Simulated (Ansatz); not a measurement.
Process, species as SMILES: F[C]F (closed-shell singlet) + 3 [H][H] (H2) → C (CH4) + 2 F (HF)
B3LYP-D3(BJ)/def2-TZVP geometries, fixed; electronic energies without zero-point terms.

Basis-set convergence of the energy of full hydrogenation at r2SCAN with Ansatz (an electronic-structure program). Cartesian d functions, on some or all atoms, in 6-31G*, 6-31+G*; all else is spherical. The program fits the integrals of some runs and decomposes those of others, by size. No added dispersion term, no relativity. Functions are those of the species that has most. Reference: the value in aug-pcseg-3, -113.76 kcal/mol, itself unsure by roughly 0.10 kcal/mol (its mean distance from aug-cc-pVQZ, def2-QZVPPD, pcseg-3). Deviations are taken from unrounded values.

| basis | functions | energy of full hydrogenation (kcal/mol) |
|---|---|---|
| cc-pVDZ | 42 | -103.98 |
| aug-cc-pVDZ | 69 | -119.19 |
| def2-SVP | 42 | -105.58 |
| def2-SVPD | 66 | -121.38 |
| pcseg-1 | 42 | -108.08 |
| aug-pcseg-1 | 69 | -114.19 |
| 6-31G* | 45 | -91.64 |
| 6-31+G* | 57 | -105.95 |
| 6-311G** | 54 | -108.60 |
| 6-311+G** | 66 | -116.83 |
| cc-pVTZ | 90 | -109.83 |
| aug-cc-pVTZ | 138 | -113.77 |
| pcseg-2 | 90 | -113.67 |
| aug-pcseg-2 | 138 | -114.13 |
| def2-TZVP | 93 | -109.20 |
| def2-TZVPD | 117 | -111.98 |
| def2-TZVPP | 93 | -112.32 |
| def2-TZVPPD | 117 | -114.19 |
| cc-pVQZ | 175 | -111.99 |
| aug-cc-pVQZ | 264 | -113.56 |
| def2-QZVPP | 177 | -113.24 |
| def2-QZVPPD | 195 | -113.70 |
| pcseg-3 | 192 | -113.81 |
| aug-pcseg-3 | 281 | -113.76 |

What the diffuse functions change, pair by pair:
- cc-pVDZ to aug-cc-pVDZ: 27 more functions, deviation 9.78 to -5.43 kcal/mol
- def2-SVP to def2-SVPD: 24 more functions, deviation 8.18 to -7.63 kcal/mol
- pcseg-1 to aug-pcseg-1: 27 more functions, deviation 5.68 to -0.43 kcal/mol
- 6-31G* to 6-31+G*: 12 more functions, deviation 22.11 to 7.80 kcal/mol
- 6-311G** to 6-311+G**: 12 more functions, deviation 5.16 to -3.08 kcal/mol
- cc-pVTZ to aug-cc-pVTZ: 48 more functions, deviation 3.93 to -0.01 kcal/mol
- pcseg-2 to aug-pcseg-2: 48 more functions, deviation 0.09 to -0.38 kcal/mol
- def2-TZVP to def2-TZVPD: 24 more functions, deviation 4.56 to 1.78 kcal/mol
- def2-TZVPP to def2-TZVPPD: 24 more functions, deviation 1.44 to -0.44 kcal/mol
- cc-pVQZ to aug-cc-pVQZ: 89 more functions, deviation 1.77 to 0.20 kcal/mol
- def2-QZVPP to def2-QZVPPD: 18 more functions, deviation 0.52 to 0.06 kcal/mol
- pcseg-3 to aug-pcseg-3: 89 more functions, deviation -0.06 to 0.00 kcal/mol

Leaving out the reference's own pair, they bring the value nearer the reference by more than 0.10 kcal/mol in 10 of 11 pairs.
